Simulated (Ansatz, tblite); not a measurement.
**BMe2H (C₂H₇B): one state, many levels**

Aim: run the singlet of BMe2H (C₂H₇B) at one geometry on many levels, and compare frontier levels, spin and run time.

Computed with Ansatz 0.2.0, Gaussian basis. Level: as each input shows.

The runs, in order: GFN1-xTB, GFN2-xTB, PBE-D4/def2-TZVP, r2SCAN-D4/def2-TZVP, HSE06-D4/def2-TZVP, PBE-QIDH/def2-TZVP, revPBE-D4/def2-TZVP, B97M-V/def2-TZVP, B3LYP-D4/def2-TZVP, ωB97X-V/def2-TZVP, LC-ωPBE/def2-TZVP, PBE-D4/def2-SVP, PBE0-D4/def2-SVP, HF/STO-3G, CCSD(T)/def2-TZVPP, MP2/def2-TZVP, RPA/def2-TZVP.

1 further run of the same task is left out (it didn't finish).

### Step 1. The structure

The geometry is that of the singlet, from an earlier relaxation (PBE-D4/def2-TZVP).

10 atoms, charge 0, spin multiplicity 1.

Bond lengths: B1–C2 1.562 Å, B1–C6 1.562 Å, B1–H10 1.211 Å, C2–H3 1.110 Å, C2–H4 1.100 Å, C2–H5 1.101 Å, C6–H7 1.110 Å, C6–H8 1.100 Å, C6–H9 1.101 Å. Angles: C2–B1–C6 123.7°, C2–B1–H10 118.2°, C6–B1–H10 118.1°, B1–C2–H3 105.5°, B1–C2–H4 115.3°, B1–C2–H5 113.9°, H3–C2–H4 106.6°, H3–C2–H5 104.6°, H4–C2–H5 109.9°, B1–C6–H7 105.7°, B1–C6–H8 115.4°, B1–C6–H9 113.6°, H7–C6–H8 106.8°, H7–C6–H9 104.5°, H8–C6–H9 109.8°.

PBE0-D4/def2-TZVP was run before; its log isn't repeated, and its numbers join the tables.

### Step 2. GFN1-xTB

Tight binding, by tblite at 300 K electronic temperature and without a spin-polarisation term:

```python
tblite.interface.Calculator('GFN1-xTB', numbers, positions, charge=0, uhf=0).singlepoint()
```

Energy -255.9104 eV, HOMO -12.12 eV, LUMO -7.04 eV; 0.007 s.

### Step 3. GFN2-xTB

Tight binding, by tblite at 300 K electronic temperature and without a spin-polarisation term:

```python
tblite.interface.Calculator('GFN2-xTB', numbers, positions, charge=0, uhf=0).singlepoint()
```

Energy -246.6259 eV, HOMO -11.00 eV, LUMO -6.18 eV; 0.005 s.

### Step 4. PBE-D4/def2-TZVP

start.molden holds the orbitals of an earlier run on this state, given as this run's starting guess.

Contents of in.yaml:

```yaml
crystal:
  periodic: [false, false, false]
  atoms:
    - {symbol: B, position_ang: [-0.287171, -0.490185, -0.015133]}
    - {symbol: C, position_ang: [1.273088, -0.552682, -0.001273]}
    - {symbol: H, position_ang: [1.549880, -0.817431, 1.040397]}
    - {symbol: H, position_ang: [1.784092, 0.393560, -0.232002]}
    - {symbol: H, position_ang: [1.692370, -1.364040, -0.615354]}
    - {symbol: C, position_ang: [-1.100686, 0.842742, 0.006376]}
    - {symbol: H, position_ang: [-1.478154, 0.981900, -1.027692]}
    - {symbol: H, position_ang: [-0.523234, 1.744174, 0.258423]}
    - {symbol: H, position_ang: [-2.008443, 0.795219, 0.627397]}
    - {symbol: H, position_ang: [-0.901743, -1.533247, -0.041138]}
basis:
  gaussian: {orbitals: def2-TZVP, initial_orbitals: start.molden}
hamiltonian: {xc: pbe, dispersion: d4}
scf: {omitted_lower_state_checks: [starts]}
output: {orbitals: {seedname: orbitals}}
```

Started as:

```bash
ansatz run in.yaml --threads 4 --pin off --events-out ev --progress --plain --max-ram 3916MiB
```

Output:

```text
Functional definition: PBE
  name "PBE"
  cite "Perdew, Burke & Ernzerhof, Phys. Rev. Lett. 77, 3865 (1996) doi:10.1103/PhysRevLett.77.3865"
  parent pbe
  parameter kappa = 0.804
  parameter beta = 0.06672455060314922
  exchange = pbe_x(kappa = kappa, mu = beta*pi^2/3)
  correlation = pbe_c(beta = beta)
these checks for a lower state are left out or cut short: starts
837 factors; their error is unknown
mean field evaluation 1: about -2860.9322 eV, gradient 6.3e0 eV
mean field evaluation 2: about -2860.9854 eV, gradient 5.3e-2 eV
mean field evaluation 4: about -2860.9635 eV, gradient 2.5e-4 eV
mean field -2860.96351682 eV, -105.1384700123 hartree, gradient 2.4e-5 eV, S^2 0.000000; 0 other end points of the search recorded, 0 dependent functions left out
reference -2860.96355763 eV, -105.1384715120 hartree; 12, 12 occupied and 123, 123 virtual orbitals, 837 factors
Total energy: -2861.08522563 eV, -105.1429427285 hartree
Checks for a lower state left out: starts
```

Wall time 0.9 s (4 threads of AMD EPYC 7R43, shared host).

HOMO -7.24 eV, LUMO -1.64 eV.

### Step 5. r2SCAN-D4/def2-TZVP

in.yaml, as its differences from that of step 4:

```diff
@@ -15,3 +15,3 @@
   gaussian: {orbitals: def2-TZVP, initial_orbitals: start.molden}
-hamiltonian: {xc: pbe, dispersion: d4}
+hamiltonian: {xc: r2scan, dispersion: d4}
 scf: {omitted_lower_state_checks: [starts]}
```

Same command.

Output:

```text
Functional definition: r2SCAN
  name "r2SCAN"
  cite "Furness, Kaplan, Ning, Perdew & Sun, J. Phys. Chem. Lett. 11, 8208 (2020) doi:10.1021/acs.jpclett.0c02405"
  cite "Furness, Kaplan, Ning, Perdew & Sun, J. Phys. Chem. Lett. 11, 9248 (2020) doi:10.1021/acs.jpclett.0c03077"
  parent r2scan
  parameter k0 = 0.174
  parameter k1 = 0.065
  parameter a1 = 4.9479
  exchange = r2scan_x(k0 = k0, k1 = k1, a1 = a1)
  correlation = r2scan_c
these checks for a lower state are left out or cut short: starts
837 factors; their error is unknown
mean field evaluation 1: about -2863.5578 eV, gradient 3.6e0 eV
mean field evaluation 2: about -2863.5788 eV, gradient 1.9e-2 eV
mean field evaluation 4: about -2863.5596 eV, gradient 1.9e-4 eV
mean field -2863.55958875 eV, -105.2338738963 hartree, gradient 2.4e-5 eV, S^2 0.000000; 0 other end points of the search recorded, 0 dependent functions left out
reference -2863.55960050 eV, -105.2338743279 hartree; 12, 12 occupied and 123, 123 virtual orbitals, 837 factors
Total energy: -2863.58991937 eV, -105.2349885258 hartree
Checks for a lower state left out: starts
```

It took 1.6 s on 4 threads of AMD EPYC 7R43, shared host.

From the report: HOMO -7.54 eV, LUMO -1.20 eV.

### Step 6. HSE06-D4/def2-TZVP

in.yaml, as its differences from that of step 5:

```diff
@@ -15,3 +15,3 @@
   gaussian: {orbitals: def2-TZVP, initial_orbitals: start.molden}
-hamiltonian: {xc: r2scan, dispersion: d4}
+hamiltonian: {xc: hse06, dispersion: d4}
 scf: {omitted_lower_state_checks: [starts]}
```

Launched as before.

Output, shortened:

```text
Functional definition: HSE06
  name "HSE06"
  cite "Heyd, Scuseria & Ernzerhof, J. Chem. Phys. 118, 8207 (2003) doi:10.1063/1.1564060"
  cite "Krukau, Vydrov, Izmaylov & Scuseria, J. Chem. Phys. 125, 224106 (2006) doi:10.1063/1.2404663"
  cite "Heyd & Scuseria, J. Chem. Phys. 120, 7274 (2004) doi:10.1063/1.1668634"
  cite "Ernzerhof & Perdew, J. Chem. Phys. 109, 3313 (1998) doi:10.1063/1.476928"
  cite "Perdew, Burke & Ernzerhof, Phys. Rev. Lett. 77, 3865 (1996) doi:10.1103/PhysRevLett.77.3865"
  parent pbe
[...]
  # The whole range is PBE's own exchange, as in plane waves. The composition of these papers is wPBEh.
[...]
837 factors; their error is unknown
78 factors; integrals over basis functions are off by at most 5.5e-7 eV
[...]
mean field -2861.50782146 eV, -105.1584728390 hartree, gradient 7.7e-6 eV, S^2 0.000000; 0 other end points of the search recorded, 0 dependent functions left out
reference -2861.50786082 eV, -105.1584742853 hartree; 12, 12 occupied and 123, 123 virtual orbitals, 837 factors
Total energy: -2861.60054965 eV, -105.1618805370 hartree
Checks for a lower state left out: starts
```

It took 1.4 s on 4 threads of AMD EPYC 7R43, shared host.

Report: HOMO -8.23 eV, LUMO -0.99 eV.

### Step 7. PBE-QIDH/def2-TZVP

in.yaml, as its differences from that of step 6:

```diff
@@ -15,4 +15,3 @@
   gaussian: {orbitals: def2-TZVP, initial_orbitals: start.molden}
-hamiltonian: {xc: hse06, dispersion: d4}
+hamiltonian: {xc: {name: PBE-QIDH}}
 scf: {omitted_lower_state_checks: [starts]}
-output: {orbitals: {seedname: orbitals}}
```

The command is unchanged.

Output, shortened:

```text
Functional definition: PBE-QIDH
  name "PBE-QIDH"
  cite "Brémond, Sancho-García, Pérez-Jiménez & Adamo, J. Chem. Phys. 141, 031101 (2014) doi:10.1063/1.4890314"
  cite "Perdew, Burke & Ernzerhof, Phys. Rev. Lett. 77, 3865 (1996) doi:10.1103/PhysRevLett.77.3865"
[...]
932 factors; integrals over basis functions are off by at most 1.1e-3 eV
[...]
mean field -2856.59438839 eV, -104.9779075041 hartree, gradient 1.4e-6 eV, S^2 0.000000; 0 other end points of the search recorded, 0 dependent functions left out
3 core orbitals not correlated: weight in the atoms' cores, before any rotation towards them, 1.000 or more for the frozen orbitals, at most 0.000 for the correlated occupied ones
reference -2856.59440006 eV, -104.9779079331 hartree; 9, 9 occupied and 123, 123 virtual orbitals, 932 factors
second order -13.64457895 eV of doubles, -0.00000000 eV of singles
Total energy: -2861.14259305 eV, -105.1450509424 hartree
Checks for a lower state left out: starts
```

Run time: 1.7 s. Hardware: 4 threads of AMD EPYC 7R43, shared host.

### Step 8. revPBE-D4/def2-TZVP

in.yaml, as its differences from that of step 7:

```diff
@@ -15,3 +15,4 @@
   gaussian: {orbitals: def2-TZVP, initial_orbitals: start.molden}
-hamiltonian: {xc: {name: PBE-QIDH}}
+hamiltonian: {xc: {name: revPBE}, dispersion: d4}
 scf: {omitted_lower_state_checks: [starts]}
+output: {orbitals: {seedname: orbitals}}
```

Launched as before.

Output:

```text
Functional definition: revPBE
  name "revPBE"
  cite "Zhang & Yang, Phys. Rev. Lett. 80, 890 (1998) doi:10.1103/PhysRevLett.80.890"
  cite "Perdew, Burke & Ernzerhof, Phys. Rev. Lett. 77, 3865 (1996) doi:10.1103/PhysRevLett.77.3865"
  parameter kappa = 1.245
  parameter beta = 0.06672455060314922
  exchange = pbe_x(kappa = kappa, mu = beta*pi^2/3)
  correlation = pbe_c(beta = beta)
these checks for a lower state are left out or cut short: starts
837 factors; their error is unknown
mean field evaluation 1: about -2864.6249 eV, gradient 6.8e0 eV
mean field evaluation 2: about -2864.6671 eV, gradient 5.2e-2 eV
mean field evaluation 4: about -2864.6451 eV, gradient 2.2e-4 eV
mean field -2864.64506669 eV, -105.2737644749 hartree, gradient 2.1e-5 eV, S^2 0.000000; 0 other end points of the search recorded, 0 dependent functions left out
reference -2864.64511842 eV, -105.2737663756 hartree; 12, 12 occupied and 123, 123 virtual orbitals, 837 factors
Total energy: -2865.08324246 eV, -105.2898671374 hartree
Checks for a lower state left out: starts
```

Wall time 0.9 s (4 threads of AMD EPYC 7R43, shared host).

From the report: HOMO -7.22 eV, LUMO -1.53 eV.

### Step 9. B97M-V/def2-TZVP

in.yaml, as its differences from that of step 8:

```diff
@@ -15,3 +15,3 @@
   gaussian: {orbitals: def2-TZVP, initial_orbitals: start.molden}
-hamiltonian: {xc: {name: revPBE}, dispersion: d4}
+hamiltonian: {xc: {name: B97M-V}}
 scf: {omitted_lower_state_checks: [starts]}
```

Same command.

Output, shortened:

```text
Functional definition: B97M-V
  name "B97M-V"
  cite "Mardirossian & Head-Gordon, J. Chem. Phys. 142, 074111 (2015) doi:10.1063/1.4907719"
  cite "Becke, J. Chem. Phys. 107, 8554 (1997) doi:10.1063/1.475007"
  cite "Vydrov & Van Voorhis, J. Chem. Phys. 133, 244103 (2010) doi:10.1063/1.3521275"
  # Of w^i u^j: cxij and so on, Table III.
[...]
  gx(w, u) = cx00 + cx01*u + cx02*u^2 + (cx10 + cx11*u)*w
  gss(w, u) = css00 + css02*u^2 + css10*w + (css32*w^3 + css42*w^4)*u^2
  gos(w, u) = cos00 + cos01*u + cos03*u^3 + cos10*w + cos32*w^3*u^2
[...]
      + integral(e_c_pw_mod_opposite_spin*gos(b97_w_opposite, b97_u_opposite)) + vv10(b, c)
[...]
837 factors; their error is unknown
[...]
mean field -2865.91047170 eV, -105.3202672513 hartree, gradient 1.4e-5 eV, S^2 0.000000; 0 other end points of the search recorded, 0 dependent functions left out
reference -2865.91053039 eV, -105.3202694078 hartree; 12, 12 occupied and 123, 123 virtual orbitals, 837 factors
Total energy: -2865.91053039 eV, -105.3202694078 hartree
Checks for a lower state left out: starts
```

Run time: 3.1 s. Hardware: 4 threads of AMD EPYC 7R43, shared host.

From the report: HOMO -7.61 eV, LUMO -1.26 eV.

### Step 10. B3LYP-D4/def2-TZVP

in.yaml, as its differences from that of step 9:

```diff
@@ -15,3 +15,3 @@
   gaussian: {orbitals: def2-TZVP, initial_orbitals: start.molden}
-hamiltonian: {xc: {name: B97M-V}}
+hamiltonian: {xc: {name: B3LYP}, dispersion: d4}
 scf: {omitted_lower_state_checks: [starts]}
```

Launched as before.

Output, shortened:

```text
Functional definition: B3LYP
  name "B3LYP"
  cite "Stephens, Devlin, Chabalowski & Frisch, J. Phys. Chem. 98, 11623 (1994) doi:10.1021/j100096a001"
  cite "Becke, Phys. Rev. A 38, 3098 (1988) doi:10.1103/PhysRevA.38.3098"
  cite "Lee, Yang & Parr, Phys. Rev. B 37, 785 (1988) doi:10.1103/PhysRevB.37.785"
  cite "Vosko, Wilk & Nusair, Can. J. Phys. 58, 1200 (1980) doi:10.1139/p80-159"
[...]
837 factors; their error is unknown
[...]
mean field -2865.99160961 eV, -105.3232490141 hartree, gradient 1.2e-5 eV, S^2 0.000000; 0 other end points of the search recorded, 0 dependent functions left out
reference -2865.99186634 eV, -105.3232584491 hartree; 12, 12 occupied and 123, 123 virtual orbitals, 837 factors
Total energy: -2866.18594424 eV, -105.3303906804 hartree
Checks for a lower state left out: starts
```

Wall time 1.2 s (4 threads of AMD EPYC 7R43, shared host).

HOMO -8.47 eV, LUMO -0.84 eV.

### Step 11. ωB97X-V/def2-TZVP

in.yaml, as its differences from that of step 10:

```diff
@@ -15,3 +15,3 @@
   gaussian: {orbitals: def2-TZVP, initial_orbitals: start.molden}
-hamiltonian: {xc: {name: B3LYP}, dispersion: d4}
+hamiltonian: {xc: {name: wB97X-V}}
 scf: {omitted_lower_state_checks: [starts]}
```

The command is unchanged.

Output, shortened:

```text
Functional definition: wB97X-V
  name "wB97X-V"
  cite "Mardirossian & Head-Gordon, Phys. Chem. Chem. Phys. 16, 9904 (2014) doi:10.1039/C3CP54374A"
  cite "Becke, J. Chem. Phys. 107, 8554 (1997) doi:10.1063/1.475007"
  cite "Vydrov & Van Voorhis, J. Chem. Phys. 133, 244103 (2010) doi:10.1063/1.3521275"
[...]
      + integral(e_c_pw_opposite_spin*poly(b97_u_opposite, cos0, cos1)) + vv10(b, c)
[...]
837 factors; their error is unknown
271 factors; integrals over basis functions are off by at most 1.9e-5 eV
[...]
mean field -2864.77038473 eV, -105.2783698277 hartree, gradient 1.2e-5 eV, S^2 0.000000; 0 other end points of the search recorded, 0 dependent functions left out
reference -2864.77038277 eV, -105.2783697555 hartree; 12, 12 occupied and 123, 123 virtual orbitals, 837 factors
Total energy: -2864.77038277 eV, -105.2783697555 hartree
Checks for a lower state left out: starts
```

It took 3 s on 4 threads of AMD EPYC 7R43, shared host.

HOMO -11.13 eV, LUMO 1.61 eV.

(Part 1 of 2 ends here.)
